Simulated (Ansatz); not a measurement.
The same path of CH5Al + H3P (11 atoms, charge 0, multiplicity 1) was run twice with different band settings. Lost on the way: Al1–C2, P8–H11. Made: Al1–P8, C2–H11.

Computed with Ansatz 0.2.0, RKS PBE0/def2-SVP.

Relaxed end points:

```xyz
11
Properties=species:S:1:pos:R:3
Al 0.014 -0.118 0.425
C 0.029 0.454 2.302
H -0.916 0.246 2.829
H 0.855 0.014 2.882
H 0.171 1.550 2.335
H 1.386 -0.391 -0.342
H -1.340 -0.080 -0.418
P -0.319 -3.422 0.827
H -0.829 -2.842 -0.374
H 1.036 -3.068 0.547
H -0.567 -2.254 1.623
```

```xyz
11
Properties=species:S:1:pos:R:3
Al 0.106 -0.857 -0.005
C -0.121 0.240 2.688
H -0.914 0.453 3.419
H 0.867 0.447 3.118
H -0.281 0.891 1.814
H 1.583 -0.268 0.027
H -1.127 0.024 -0.490
P -0.237 -3.124 0.473
H -1.113 -3.333 -0.636
H 0.941 -3.552 -0.212
H -0.186 -0.834 2.438
```

Common settings: climbing image yes; spring 5.0 eV/Å²; optimiser quadratic models (default); start path through a guess of the saddle point; force threshold 0.03 eV/Å; iteration limit 60; end points relaxed.

| run | movable images |
| --- | --- |
| 1 | 5 |
| 2 | 1 |

Task: What does each run give, and how far can it be trusted?

Result: Run 1: converged after 17 iterations, highest image 0.971 eV above the first end. A vibrational analysis at the climbing image gives one clearly imaginary mode, 1223i cm⁻¹: a first-order saddle point.
Run 2: converged after 25 iterations, highest image 0.971 eV above the first end. Neighbouring images differ by up to 1.6 eV, so the band resolves the path poorly. Another band between the same ends (5 images) ends at a top of the same energy, where a vibrational analysis finds 1 clearly imaginary mode. So few images can step over the top or miss a turn of the path.
The orbitals stay closed-shell, which can raise the energy where a bond breaks towards radicals; this wasn't checked here.
